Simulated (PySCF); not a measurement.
**Relaxing a trial structure of C3HP**

The starting geometry of this gas-phase singlet was optimised with GFN2-xTB.

```xyz
5

C    -1.5343   -1.0239   -1.1094
C    -2.3493   -2.0647   -1.0467
C    -2.2229   -0.7804    0.1083
P    -3.3809   -1.7500    0.7264
H    -0.7753   -0.5520   -1.6838
```

Q: Predict what becomes of its bonds when it is optimised with B3LYP/6-31G*.

A: It keeps its bonds, and is `C1=C2P=C12`. Distances that change by over a tenth: C2–C3 (1.73 → 1.53 Å), C2–P4 (2.08 → 1.85 Å).

The energy falls by 0.15 eV over 11 steps:

```
step  E − E(last) (eV)
   1             0.149
   2             0.100
   3             0.066
   4             0.037
   5             0.025
   7             0.003
   8             0.000
   9             0.000
  10             0.000
  11             0.000
```

Final geometry (Å):

| atom | x (Å) | y (Å) | z (Å) |
| --- | --- | --- | --- |
| C | -1.4985 | -0.9808 | -1.1144 |
| C | -2.3970 | -1.9586 | -0.8760 |
| C | -2.2021 | -0.7830 | 0.0760 |
| P | -3.4206 | -1.8532 | 0.6659 |
| H | -0.7396 | -0.5851 | -1.7646 |

The end wasn't checked by frequencies. Run with PySCF 2.14.0, 27 s on 2 threads of Arm Neoverse V1 (shared host).
